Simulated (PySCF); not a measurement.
Gas-phase XPS of `C1=CCSC1`, computed

C4H6S.
Bonds: C1–C2 (double), C2–C3, C3–S4, S4–C5, C1–C5. Hydrogens: H6 on C1; H7 on C2; H8, H9 on C3; H10, H11 on C5.

Computed, not measured: PySCF, delta-SCF UKS SCAN, pcX-2 on the ionised atom, pcseg-1 elsewhere, spin-free X2C. Each binding energy is the total energy of the core-ionised species, with the hole localised on one atom, minus that of the ground state; both are solved self-consistently, so orbital relaxation is included.

Problem. What binding energy does each computed site have?

Solution. 
```
atom(s)                 bonded to  level  binding energy (eV)  above the level's lowest (eV)  count
     S4                       2 C   S 1s              2476.76                           0.00      1
  C3/C5              S, C and 2 H   C 1s               291.33                          +0.68      2
  C1/C2  C (double bond), C and H   C 1s               290.65                           0.00      2
```

Lowest listed C 1s: C1/C2, bonded to C (double bond), C and H. Highest, 0.68 eV above it: C3/C5, bonded to S, C and 2 H. Summing the Pauling electronegativity differences to the bonded atoms, each weighted by its formal bond order, gives -0.35 for the lowest site and -0.67 for the highest; the largest sum, -0.35, belongs to C1/C2, 0.68 eV below the top. The smallest sum, -0.67, belongs to C3/C5, 0.68 eV above the lowest.

Problem. What is the longest wavelength that can ionise S 1s of S4 vertically?

Solution. λ = hc/E = 12398.42 eV Å / 2476.76 eV = 5.006 Å.

The first atom of each set that the bonding makes equivalent was ionised and stands for the set. Not every level is listed. Isolated species at its PBE0-D3(BJ)/def2-SVP geometry, gas phase.
